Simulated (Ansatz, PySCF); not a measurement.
Potential energy curve for SMILES O=CO. The C2–H5 bond (C2 also carries O, O; H5 carries nothing else) is pulled apart rigidly from the PBE0/def2-TZVP optimised geometry.

- UKS-B3LYP/6-311+G** = PySCF with unrestricted B3LYP/6-311+G**, spherical d
- RKS-CAM-B3LYP = restricted CAM-B3LYP/cc-pVTZ in Ansatz (an electronic-structure program)
- UKS-B3LYP/6-31G* = PySCF with unrestricted B3LYP/6-31G*, spherical d
- RKS-B3LYP/6-311+G** = restricted B3LYP/6-311+G**, spherical d (PySCF)
- RCCSD(T) = CCSD(T) on RHF/cc-pVTZ, frozen core in Ansatz

Energies are in kJ/mol, each relative to the lowest point of its own curve near equilibrium.

```csv
R / Å,UKS-B3LYP/6-311+G**,RKS-CAM-B3LYP,UKS-B3LYP/6-31G*,RKS-B3LYP/6-311+G**,RCCSD(T)
0.87,129.6,127.5,136.6,129.6,128.1
0.94,53.5,52.0,56.7,53.5,52.1
1.00,18.2,17.3,19.6,18.2,17.2
1.04,5.9,5.4,6.6,5.9,5.3
1.05,4.0,3.6,4.5,4.0,3.5
1.10,0.0,0.0,0.0,0.0,0.0
1.14,2.4,2.8,2.2,2.4,2.8
1.16,5.2,5.7,4.9,5.2,5.8
1.19,10.9,11.7,10.5,10.9,11.8
1.26,29.9,31.4,29.5,29.9,31.4
1.35,62.1,64.8,61.8,62.1,64.4
1.48,116.1,120.9,115.7,116.1,118.9
1.65,189.0,197.0,187.9,189.0,190.6
1.82,257.2,269.3,255.5,257.2,255.0
1.99,318.0,334.7,316.1,318.0,308.6
2.21,374.1,408.3,372.3,384.8,361.0
2.44,405.9,472.8,404.5,441.7,—
2.71,424.3,534.3,423.5,494.0,—
2.99,433.2,584.7,432.8,535.2,—
3.35,438.1,634.2,438.1,573.1,—
3.80,440.3,678.3,440.6,604.0,—
```

At the longest distance, 3.80 Å, RKS-CAM-B3LYP lies highest above its minimum (678.3 kJ/mol) and UKS-B3LYP/6-311+G** lowest (440.3 kJ/mol).

A dash means that the run gave no value there, or that the column was ended at a point which the program doubted or which failed a test of continuity chosen for this set; such a test can also cut sound points.

The unrestricted determinant behind UKS-B3LYP/6-311+G**, UKS-B3LYP/6-31G* is spin-contaminated at 2.21 to 3.80 Å (<S²> up to 1.0, against 0.00 for a pure singlet). The restricted form behind RKS-CAM-B3LYP, RKS-B3LYP/6-311+G** keeps the bonding electrons paired and can't separate into open-shell fragments.
